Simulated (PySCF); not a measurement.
**SiCl, quartet: the ladder up to RCCSDT**

Geometry: that of the SiCl, doublet, kept fixed. The doublet lies 2.9 eV lower here.

```xyz
2

Si    0.0000    0.0000    0.0000
Cl    0.0000    0.0000    2.0671
```

Basis cc-pVDZ; PySCF 2.14.0. Correlated methods freeze the noble-gas cores, which leaves 11 electrons in 26 orbitals. Prefix R: restricted or restricted open-shell reference; prefix U: unrestricted.

Full CI isn't at hand for all of this; RCCSDT serves as the reference. It lacks quadruple excitations, which often exceed the step from CCSD(T) to CCSDT. The frozen core follows each run's orbitals, which can shift R against U totals by a few meV.

The UHF ⟨S²⟩ is 3.754, the T1 diagnostic (ROHF- or RHF-based CCSD) is 0.0240 and the largest doubles amplitude (ROHF- or RHF-based CCSD) is 0.052. The T1 diagnostic (UCCSD) is 0.0205.

```
   level  E − E(RCCSDT) (meV)  share of correlation (%)  wall time
     RHF                 5388                      0.00          –
     UHF                 5351                      0.68          –
    RMP2                  718                     86.68          –
    UMP2                  711                     86.80          –
   RCCSD                  146                     97.28          –
   UCCSD                  145                     97.30          –
RCCSD(T)                   18                     99.66     0.97 s
UCCSD(T)                   18                     99.66     0.81 s
  UCCSDT                    0                    100.00       61 s
```

The correlation energy at RCCSDT, counted from RHF, is -5.388 eV. That run took 80 s on 1 thread of Arm Neoverse V1, shared host.

Times are those of the correlated step on a shared host, with one SCF added for the restricted CCSD run; they ran on 1 thread of Arm Neoverse V1.
